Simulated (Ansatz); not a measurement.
## fcc Pt

Method: LDA in Ansatz (plane waves, PAW).

Run with plane-wave cutoff 500 eV, 32×32×32 k mesh, Fermi–Dirac smearing 0.1 eV, scalar-relativistic PAW data made under PBE.

Cell: relaxed at this level.

```json
{
  "volume_per_atom": "14.78 Å³/atom",
  "equilibrium_lattice_constant_a": "3.895 Å"
}
```

Measured, for comparison: equilibrium volume per atom 14.98 Å³/atom, lattice constant a 3.913 Å (static lattice: zero-point anharmonic expansion removed; as tabulated in Mejia-Rodriguez and Trickey (2018), arXiv:1807.09216). Computed (rounded) less measured: equilibrium volume per atom -1.3 %, lattice constant a -0.5 %.

Spin–orbit coupling is not included.

Ansatz is a program for electronic structure.
